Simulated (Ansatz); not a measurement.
**H₂C–C⁺, doublet: the ladder up to UCCSDT(Q)**

Geometry: that of the H2C–C, singlet, kept fixed.

```yaml
atoms:
  - { symbol: C, position_ang: [0.0000, 0.0000, 0.5528] }
  - { symbol: C, position_ang: [0.0000, 0.0000, -0.7378] }
  - { symbol: H, position_ang: [0.0000, -0.9396, 1.1020] }
  - { symbol: H, position_ang: [0.0000, 0.9396, 1.1020] }
```

Basis cc-pVTZ; Ansatz 0.2.0. Only valence electrons are correlated (noble-gas cores frozen), which leaves 9 electrons in 86 orbitals. R marks a restricted (for open shells ROHF) determinant, U an unrestricted one. Active spaces: valence = (9e, 10o) chosen from the atoms' valence shells.

Full CI isn't at hand for all of this; UCCSDT(Q) serves as the reference, and is uncertain by about the last step of the cluster series. The frozen core follows each run's orbitals, which can shift R against U totals by a few meV.

Unrestricted rows (U) aren't spin-pure: their determinants' ⟨S²⟩ exceeds S(S+1) by up to 0.23, so they mix in states of higher spin. Coupled cluster chose its determinant by trial CCSD, here up to 0.24 eV above the lowest Hartree–Fock solution of its kind, and MP2 stands on that determinant too.

```
UHF ⟨S²⟩                            : 1.064
⟨S²⟩ of the determinant under UCCSD : 0.978
T1 diagnostic (RCCSD)               : 0.0373
largest doubles amplitude (RCCSD)   : 0.122
T1 diagnostic (UCCSD)               : 0.0567
```

```csv
level,E − E(UCCSDT(Q)) (mEh),share of correlation (%),wall time
RMP2,44.24,84.80,–
UMP2,52.27,82.04,–
RCCSD,15.61,94.63,–
UCCSD,15.65,94.62,–
RCCSD(T),2.14,99.26,16 s (H100)
UCCSD(T),2.51,99.14,29 s (H100)
BCCD(T),2.10,99.28,18 s (H100)
RCCSDT,0.95,99.67,–
UCCSDT,0.90,99.69,–
RCCSDT(Q),0.20,99.93,41 s (H100)
CASSCF (valence space),157.50,45.88,–
NEVPT2 (valence space),29.72,89.79,18 s (H100)
MRCISD (valence space),8.74,97.00,–
MRCISD+Q (valence space),1.77,99.39,26 s (H100)
```

The correlation energy at UCCSDT(Q), counted from the determinant under the R cluster runs, is -7.919 eV. That run took 65 s on 2 threads of AMD EPYC 7R13 with a shared H100 80 GB, shared host.

Run but not shown, since their state or frozen core can't be matched to the reference's or they repeat it: RHF, UHF.

Times hold each run's SCF and search for its determinant on a shared host, so for small cases they say little of a method's own cost.

Natural occupations of CASSCF (valence space) about the gap: 1.984 1.965 1.957 1.906 1.003 0.094 0.038 0.020 0.017 0.016; effectively unpaired electrons, Σ n²(2−n)², 1.09.
